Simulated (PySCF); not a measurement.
Compound: CrF (sextet state).
Cartesian coordinates in Å at the PBE0-D3(BJ)/def2-SVP level; atoms count from 1:
```
atom  x, y, z in Å
F1     0.906   -0.069    0.000
Cr2   -0.856   -0.018   -0.023
```

Computed with PBE0-D3(BJ)/def2-SVP geometry optimisation, gas phase (PySCF 2.14.0).

Take the most abundant isotopes and a rigid rotor. 

Problem. What are the moment of inertia and the rotational constant?

Solution. I = 43.241 u·Å², B = 505379 MHz·u·Å²/I = 11688 MHz (0.3899 cm⁻¹, or 0.561 K as hB/k). For two atoms I = μr² with μ = 13.9104 u and r = 1.7631 Å.

Problem. List the first levels of a rigid rotor in a Σ state.

Solution. E(J) = BJ(J+1): J = 1: 0.780, J = 2: 2.339, J = 3: 4.678, J = 4: 7.797, J = 5: 11.696, J = 6: 16.374 cm⁻¹. For this open shell read J as N, the rotation without spin; fine and hyperfine splittings come on top.

Problem. Where do the first rotational lines fall?

Solution. The dipole is 4.00 D; J+1 ← J lies at 2B(J+1): 1 ← 0 at 23.38 GHz, 2 ← 1 at 46.75 GHz, 3 ← 2 at 70.13 GHz, 4 ← 3 at 93.50 GHz, 5 ← 4 at 116.88 GHz, 6 ← 5 at 140.25 GHz.

Problem. Estimate the classical rotational partition function at 50 K, 200 K and 500 K.

Solution. Point group C∞v, symmetry number σ = 1; q = kT/(σhB), k/h = 20836.6 MHz/K: 89.1 at 50 K, 357 at 200 K, 891 at 500 K.

Whether it is a minimum is left open (no frequencies). ⟨S²⟩ = 8.765 (exact for a sextet: 8.75). No vibrational averaging or centrifugal distortion is included, and the geometry carries the error of its method.

The run took 12 s of wall time on one thread of an Intel Xeon Platinum 8259CL at 2.50 GHz, no GPU, shared host, and the process peaked at 0.26 GiB of memory. These figures are those of the optimisation.
